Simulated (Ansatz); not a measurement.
# BHO₂ (SMILES O=BO): functionals against CCSD(T) at one geometry

How do the functionals fare away from a minimum? The structure is a structure displaced at random from a GFN2-xTB minimum.

Program: Ansatz 0.2.0, Gaussian basis. Level of theory: single points in def2-TZVPP. These are calculated values, not measurements.

Cores are frozen in the correlated methods.

## 1. Where the work starts

SMILES `O=BO`, 4 atoms, charge 0, spin multiplicity 1.

Atoms are counted from 1 here; the program's logs count them from 0.

Bond lengths: O1–B2 0.990 Å, B2–O3 1.462 Å, O3–H4 1.130 Å. Angles: O1–B2–O3 161.4°, B2–O3–H4 111.5°.

Geometry (Å):

```xyz
4
BHO2
O    -1.5285    0.4708    0.3981
B    -0.6132    0.2159    0.1204
O     0.7503   -0.3112    0.1571
H     1.2615   -0.2078   -0.8448
```

## 2. CCSD(T)/def2-TZVPP

Input file run/in.yaml:

```yaml
crystal:
  periodic: [false, false, false]
  atoms:
    - {symbol: O, position_ang: [-1.528500, 0.470800, 0.398100]}
    - {symbol: B, position_ang: [-0.613200, 0.215900, 0.120400]}
    - {symbol: O, position_ang: [0.750300, -0.311200, 0.157100]}
    - {symbol: H, position_ang: [1.261500, -0.207800, -0.844800]}
basis:
  gaussian: {orbitals: def2-TZVPP}
correlation: {method: ccsd_t}
output: {forces: true}
```

No record of the launch command was kept for these runs.

## 3. PBE0-D4/def2-TZVPP

Changes to run/in.yaml since step 2:

```diff
@@ -9,3 +9,3 @@
   gaussian: {orbitals: def2-TZVPP}
-correlation: {method: ccsd_t}
-output: {forces: true}
+hamiltonian: {xc: pbe0, dispersion: d4}
+output: {forces: true, orbitals: {seedname: orbitals}}
```

## 4. wB97M-V/def2-TZVPP

Changes to run/in.yaml since step 3:

```diff
@@ -9,3 +9,3 @@
   gaussian: {orbitals: def2-TZVPP}
-hamiltonian: {xc: pbe0, dispersion: d4}
-output: {forces: true, orbitals: {seedname: orbitals}}
+hamiltonian: {xc: {name: wB97M-V}}
+output: {forces: true}
```

## 5. r2SCAN-D4/def2-TZVPP

Changes to run/in.yaml since step 4:

```diff
@@ -9,3 +9,3 @@
   gaussian: {orbitals: def2-TZVPP}
-hamiltonian: {xc: {name: wB97M-V}}
+hamiltonian: {xc: r2scan, dispersion: d4}
 output: {forces: true}
```

## 6. PBE-D4/def2-TZVPP

Changes to run/in.yaml since step 5:

```diff
@@ -9,3 +9,3 @@
   gaussian: {orbitals: def2-TZVPP}
-hamiltonian: {xc: r2scan, dispersion: d4}
+hamiltonian: {xc: pbe, dispersion: d4}
 output: {forces: true}
```

## 7. r2SCAN0-D4/def2-TZVPP

Changes to run/in.yaml since step 6:

```diff
@@ -9,3 +9,3 @@
   gaussian: {orbitals: def2-TZVPP}
-hamiltonian: {xc: pbe, dispersion: d4}
+hamiltonian: {xc: {name: r2SCAN0}, dispersion: d4}
 output: {forces: true}
```

## 8. BHLYP-D4/def2-TZVPP

Changes to run/in.yaml since step 7:

```diff
@@ -9,3 +9,3 @@
   gaussian: {orbitals: def2-TZVPP}
-hamiltonian: {xc: {name: r2SCAN0}, dispersion: d4}
+hamiltonian: {xc: {name: BHLYP}, dispersion: d4}
 output: {forces: true}
```

(Steps that only read results are left out.)

Before running it: what results should come out? Wanted: energy less free atoms, CCSD(T)/def2-TZVPP; RMS force component; RMS force error; HOMO and LUMO, PBE0-D4; T1 diagnostic.

As calculated:

| quantity | value |
| --- | --- |
| energy less free atoms, CCSD(T)/def2-TZVPP | -14.302 eV |
| RMS force component | 16.472 to 17.227 eV/Å over the methods |
| RMS force error | PBE0-D4 0.451, wB97M-V 0.413, r2SCAN-D4 0.307, PBE-D4 0.229, r2SCAN0-D4 0.584, BHLYP-D4 0.885 eV/Å |
| HOMO and LUMO, PBE0-D4 | -9.81 and -0.95 eV |
| T1 diagnostic | 0.013 |

In words: Against CCSD(T) the functionals' energies less atoms differ by -1.424 to +0.222 eV, PBE-D4 by -1.424 eV. A larger basis would deepen the CCSD(T) value, while the functionals are nearly converged already, so the order here is not reliable. For forces PBE-D4 does best and BHLYP-D4 worst. Frozen-core CCSD(T) forces in triple zeta carry basis errors of their own, and this is one geometry, so small gaps rank nothing.
